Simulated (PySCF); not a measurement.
**CHCl: g tensor and hyperfine couplings**

CHCl (triplet state).
Numbering: `[CH:1][Cl:2]` (hydrogens: H3 on C1)

Method: UKS B3LYP, IGLO-III on C Cl, pcH-1 on H, non-relativistic, mean-field spin-orbit, GIAO in PySCF 2.14.0. Isolated species at its PBE0-D3(BJ)/def2-SVP geometry, gas phase. This triplet need not be the ground state; the singlet was not compared here.

| Item | Value |
| --- | --- |
| g1, g2, g3 | 2.00242, 2.00489, 2.00549 |
| g_iso | 2.00427 |
| Form of g | rhombic: the two nearest values differ by 20 % of g3 − g1 |
| ⟨S²⟩ | 2.0072 (exact 2.0000) |

Isotropic coupling and dipolar principal values T1 to T3, in G; ρ(0) is the spin density at the nucleus (MHz turned into gauss with g_iso; 10 G = 1 mT):

| atom | isotope | a_iso | of which spin–orbit | T1 | T2 | T3 | Mulliken spin population | ρ(0) (bohr⁻³) |
| --- | --- | --- | --- | --- | --- | --- | --- | --- |
| C1 | 13C | 115.4 | 0.1 | -25.6 | 6.6 | 19.0 | 1.73 | 0.5754 |
| Cl2 | 35Cl | 4.8 | -0.1 | -12.2 | 4.5 | 7.7 | 0.26 | 0.0621 |
| H3 | 1H | 16.9 | 0.0 | -8.2 | -4.6 | 12.8 | 0.01 | 0.0212 |

The largest Mulliken spin populations are on C1 (+1.73) and Cl2 (+0.26).

Axes: g1 points within 14° of the C1–Cl2 bond and g3 is normal to the molecular plane.

The 13C coupling of C1 (323.6 MHz) shows only in satellite lines or after enrichment, since that isotope makes up about 1.07 % of natural carbon.

Time: 5.2 s wall. Hardware: an x86-64 server with one thread, no GPU, shared host.
